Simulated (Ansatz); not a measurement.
# I2Na2 ((NaI)2 ring): the cost of one run

Program: Ansatz 0.2.0, Gaussian basis. Level of theory: the settings change from run to run. These are calculated values, not measurements.

**1. The geometry**

The geometry comes from an earlier relaxation with PBE0-D4/def2-SVP; it is a stationary point. I takes a core potential in def2 sets; no spin-orbit term is included.

4 atoms, charge 0, spin multiplicity 1.

Atoms are counted from 1 here; the program's logs count them from 0.

Bond lengths: Na1–I2 2.921 Å, Na1–I4 2.920 Å, I2–Na3 2.920 Å, Na3–I4 2.920 Å. Angles: I2–Na1–I4 107.5°, Na1–I2–Na3 72.5°, I2–Na3–I4 107.5°, Na1–I4–Na3 72.5°.

**2. BHLYP/def2-TZVPP**

Set apart from the defaults: charge +1, multiplicity 2, atoms shaken by 0.15 Å, a point charge of 0.50 e beside it, D3(BJ) dispersion, the search for lower states set to off.

in.yaml reads:

```yaml
crystal:
  periodic: [false, false, false]
  atoms:
    - {symbol: Na, position_ang: [-0.114718, -1.467447, 0.848962]}
    - {symbol: I, position_ang: [-1.942207, 0.768345, 1.408275]}
    - {symbol: Na, position_ang: [-0.070206, 1.407564, -0.483134]}
    - {symbol: I, position_ang: [1.832939, -0.625929, -1.448843]}
basis:
  gaussian: {orbitals: def2-TZVPP, point_charges: [{charge: 0.50, position_ang: [6.365, 0.749, 0.917]}]}
total_charge: 1
magnetization: {spin_polarized: true, initial_magnetization: 1}
hamiltonian: {xc: {name: BHLYP}, dispersion: d3bj}
scf: {lower_state_search: off}
```

Run with:

```console
$ ansatz run in.yaml --threads 4 --pin off --events-out ev --progress --plain --max-ram 3916MiB
```

**Question.** How long does this run take on 4 threads of Arm Neoverse V1, shared host, and how much memory does it need?

About 5.5 s, with a peak of 0.6 GiB.
